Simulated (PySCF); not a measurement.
The scaffold SiF3-X carries different groups X. All species are isolated molecules in the gas phase. Strings in code marks are SMILES.

All values below come from PBE-D3(BJ)/def2-TZVP in PySCF. All candidates: neutral, multiplicity 1. Excitations are Tamm–Dancoff values on a coarser integration grid. The basis has no diffuse functions, so Rydberg states are missing or too high.

```json
{
  "HOMO": "-9.58 eV",
  "HOMO–LUMO gap": "9.62 eV",
  "T1 excitation (TDA)": "9.13 eV"
}
```

Task: Name which member has these values.
A. `F[SiH](F)F`
B. `N[Si](F)(F)F`
C. `F[Si](F)(F)F`
D. `F[Si](F)(F)S`

Result: A, `F[SiH](F)F`. The others give `N[Si](F)(F)F`: -7.10 eV, 6.58 eV, 6.32 eV; `F[Si](F)(F)F`: -10.58 eV, 9.80 eV, 9.63 eV; `F[Si](F)(F)S`: -7.25 eV, 6.06 eV, 5.70 eV
